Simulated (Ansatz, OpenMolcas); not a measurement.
How methods differ on BF (SMILES [B]F)

The species is BF (2 atoms), meant as a singlet with charge 0. As SMILES, `[B]F`. The coordinates come from a GFN2-xTB relaxation.

```xyz
2

B     0.0000    0.0000    0.0000
F     0.0000    0.0000    1.2444
```

Quantity: the energy change with the B1–F2 bond stretched from 1.244 to 1.867 Å, in eV. The values are calculated.

```tsv
level	kind	program	value (eV)
BLYP/STO-3G (restricted)	GGA	Ansatz	3.46
revPBE/STO-3G (restricted)	GGA	Ansatz	3.42
PBE0/STO-3G (restricted)	global hybrid	Ansatz	4.12
MP2/STO-3G (restricted)	perturbation theory	OpenMolcas	4.69
CASPT2(2,2)/STO-3G	multireference	OpenMolcas	4.60
CCSD(T)/STO-3G (restricted)	coupled cluster or CI	Ansatz	?
CCSD/STO-3G (restricted)	coupled cluster or CI	Ansatz	?
CISD/STO-3G (restricted)	coupled cluster or CI	OpenMolcas	4.16
FCI/STO-3G	exact in the basis	Ansatz	3.91
```

Question: Estimate what the levels marked ? give.

Answer: As computed at these levels: CCSD(T)/STO-3G (restricted): 4.09 eV; CCSD/STO-3G (restricted): 4.17 eV. The first shape isn't each level's own minimum. The values span 3.42 to 4.69 eV. All rows use very small basis sets, so even the best lies far from the true value.
